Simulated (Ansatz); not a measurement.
C5H8O can be A, `CC1=CCCO1`, or B, `CC(=O)C1CC1`.

Gas-phase electronic energies from Ansatz, PBE0-D4/def2-TZVP geometries. CBS: MP2 limit from def2 TZ/QZ plus the TZ coupled-cluster correction, frozen cores. DFT in def2-TZVPP. B3LYP here is the variant with VWN-RPA as its local correlation; programs differ in this. Each species was taken in one conformer, which may not be the lowest.

A:

```xyz
14

C     0.6370    2.0177    0.4729
C     0.2207    0.6327    0.1661
C     0.9218   -0.4949    0.0764
C    -0.0191   -1.6372   -0.1766
C    -1.3093   -0.8750   -0.5003
O    -1.1181    0.4712   -0.0395
H     1.7122    2.0671    0.6396
H     0.1227    2.3788    1.3678
H     0.3713    2.6895   -0.3477
H     1.9861   -0.5808    0.2328
H     0.2831   -2.2816   -1.0059
H    -0.1244   -2.2776    0.7078
H    -1.4854   -0.8349   -1.5805
H    -2.1986   -1.2748   -0.0129
```

B:

Z-matrix (Å, degrees):
```
C
C 1 1.503
H 1 1.094 2 109.9
H 1 1.094 2 109.9 3 -117.3
H 1 1.088 2 110.3 3 121.4
O 2 1.210 1 122.1 3 -121.2
C 2 1.484 1 116.3 3 58.9
C 7 1.511 2 117.0 1 146.3
C 7 1.511 2 117.1 1 -147.0
H 7 1.083 2 116.6 1 -0.2
H 8 1.082 7 116.9 2 -143.5
H 8 1.083 7 115.3 2 -1.7
H 9 1.083 7 115.3 2 1.9
H 9 1.082 7 116.9 2 143.6
```

(1) Which is lower in electronic energy at CCSD(T)/CBS, and by how much? (An estimate is asked.)

(2) Give E(B) − E(A) in kJ/mol with HF/def2-TZVPP, CCSD(T)/def2-SVP, MP2/def2-TZVPP, B3LYP-D4, BLYP-D4, PBE-D4, ωB97M-V. (An estimate is asked.)

(3) Does the order hold for the free energy at 298.15 K (harmonic terms from PBE0-D4)? (Best estimate.)

Largest T1 diagnostic: 0.013.

## Answers

(1) Ansatz gave: A, by 10.0 kJ/mol.

(2) Ansatz gave: HF/def2-TZVPP 3.9, CCSD(T)/def2-SVP -4.7, MP2/def2-TZVPP 0.4, B3LYP-D4 6.1, BLYP-D4 3.4, PBE-D4 2.2, ωB97M-V 3.6. The order is the other way round with CCSD(T)/def2-SVP.

(3) The calculation gave: Yes: G(B) − G(A) = +2.4 kJ/mol, for one conformer each.

At CCSD(T), def2-SVP lies −14.7 kJ/mol from the extrapolated value and def2-TZVPP −2.8 kJ/mol. Leaving LDA and LC-ωPBE aside and taking each functional with its dispersion term where it has one, the values, not all of them listed here, spread over 14.3 kJ/mol, from B97M-V to BHLYP-D4. LDA lies +16.8 kJ/mol from PBE without D4.
